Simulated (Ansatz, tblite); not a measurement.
# The cluster Ba₄+: rung by rung

One table from this session's results is given with a row withheld; the runs are named, their logs left out.

Method: as each input shows; program: Ansatz 0.2.0, Gaussian basis.

Levels to be run: GFN1-xTB, GFN2-xTB, PBE/def2-TZVP, r2SCAN/def2-TZVP, PBE-QIDH/def2-TZVP, r2SCANh/def2-TZVP, HF/def2-TZVP, LDA/def2-TZVP, ωB97M-V/def2-TZVP, LC-ωPBE(0.10)/def2-TZVP, LC-ωPBE(0.15)/def2-TZVP, LC-ωPBE(0.20)/def2-TZVP, LC-ωPBE(0.30)/def2-TZVP, PBE/def2-SVP, PBE0/def2-SVP, CCSD(T)/def2-SVP, MP2/def2-TZVP, RPA/def2-TZVP.

1 further run of the same task is left out (set aside as unsound or not needed). Runs told in other sessions of the task aren't counted.

## The geometry

The geometry is that of the doublet, from an earlier relaxation (PBE/def2-SVP). At that level it is the lowest of the isomers that a small search found.

4 atoms, charge 1, spin multiplicity 2.

Bond lengths: Ba1–Ba2 4.642 Å, Ba1–Ba3 4.384 Å, Ba1–Ba4 4.390 Å, Ba2–Ba3 4.393 Å, Ba2–Ba4 4.397 Å, Ba3–Ba4 4.640 Å. Angles: Ba2–Ba1–Ba3 58.2°, Ba2–Ba1–Ba4 58.2°, Ba3–Ba1–Ba4 63.9°, Ba1–Ba2–Ba3 58.0°, Ba1–Ba2–Ba4 58.0°, Ba3–Ba2–Ba4 63.7°, Ba1–Ba3–Ba2 63.9°, Ba1–Ba3–Ba4 58.1°, Ba2–Ba3–Ba4 58.2°, Ba1–Ba4–Ba2 63.8°, Ba1–Ba4–Ba3 58.0°, Ba2–Ba4–Ba3 58.1°.

Ba takes a core potential in the def2 sets. No spin-orbit coupling is included. The ion is computed in the gas phase, without counter-ions or solvent.

PBE0/def2-TZVP was run before; its log isn't repeated, and its numbers join the tables.

Set-up of the first run:

Tight binding, by tblite at 300 K electronic temperature and without a spin-polarisation term:

```python
tblite.interface.Calculator('GFN1-xTB', numbers, positions, charge=1, uhf=1).singlepoint()
```

Tight binding, by tblite at 300 K electronic temperature and without a spin-polarisation term:

```python
tblite.interface.Calculator('GFN2-xTB', numbers, positions, charge=1, uhf=1).singlepoint()
```

start.molden holds the orbitals of an earlier run on this state, given as this run's starting guess.

Contents of in.yaml:

```yaml
crystal:
  periodic: [false, false, false]
  atoms:
    - {symbol: Ba, position_ang: [-0.680159, 2.167858, -1.528231]}
    - {symbol: Ba, position_ang: [2.636455, -0.148792, 0.748716]}
    - {symbol: Ba, position_ang: [-0.498292, -2.212641, -1.534878]}
    - {symbol: Ba, position_ang: [-1.457994, 0.193575, 2.314394]}
basis:
  gaussian: {orbitals: def2-TZVP, initial_orbitals: start.molden}
total_charge: 1
magnetization: {spin_polarized: true, initial_magnetization: 1}
hamiltonian: {xc: pbe}
scf: {omitted_lower_state_checks: [starts]}
output: {orbitals: {seedname: orbitals}}
```

Launch:

```sh
ansatz run in.yaml --threads 4 --pin off --events-out ev --progress --plain --max-ram 3916MiB
```

Steps of the session up to this table: PBE/def2-TZVP; r2SCAN/def2-TZVP; PBE-QIDH/def2-TZVP; r2SCANh/def2-TZVP; HF/def2-TZVP; LDA/def2-TZVP; ωB97M-V/def2-TZVP; LC-ωPBE(0.10)/def2-TZVP; LC-ωPBE(0.15)/def2-TZVP; LC-ωPBE(0.20)/def2-TZVP; LC-ωPBE(0.30)/def2-TZVP; PBE/def2-SVP; PBE0/def2-SVP; CCSD(T)/def2-SVP; MP2/def2-TZVP; RPA/def2-TZVP.

One table of the session follows, with a row left open; its other results are not shown here.

It belongs to the step «Levels side by side». 

| level | HOMO (eV) | LUMO (eV) | gap (eV) |
| --- | --- | --- | --- |
| HF/def2-TZVP | -6.92 | -2.50 | 4.42 |
| LDA/def2-TZVP | -5.73 | -5.54 | 0.20 |
| PBE/def2-SVP | -5.54 | -5.20 | 0.34 |
| PBE/def2-TZVP | -5.55 | -5.20 | 0.34 |
| r2SCAN/def2-TZVP | -5.46 | -4.72 | 0.74 |
| r2SCANh/def2-TZVP | -5.64 | -4.56 | 1.09 |
| PBE0/def2-SVP | -5.92 | -4.64 | 1.28 |
| PBE0/def2-TZVP | -5.92 | -4.64 | 1.28 |
| ωB97M-V/def2-TZVP | -7.14 | -4.02 | 3.12 |
| LC-ωPBE(0.10)/def2-TZVP | ? | ? | ? |
| LC-ωPBE(0.15)/def2-TZVP | -6.94 | -3.56 | 3.39 |
| LC-ωPBE(0.20)/def2-TZVP | -7.08 | -3.34 | 3.73 |
| LC-ωPBE(0.30)/def2-TZVP | -7.20 | -3.12 | 4.08 |

Estimate the missing values for LC-ωPBE(0.10)/def2-TZVP.

**Answer.** HOMO (eV): -6.68; LUMO (eV): -3.91; gap (eV): 2.78. In the column «HOMO (eV)» it lies between HF/def2-TZVP (-6.92) and PBE0/def2-SVP (-5.92).

To keep in mind: Doubts: large T1 diagnostic, spin contamination. Notes on CCSD(T)/def2-SVP: large T1 diagnostic, spin contamination.
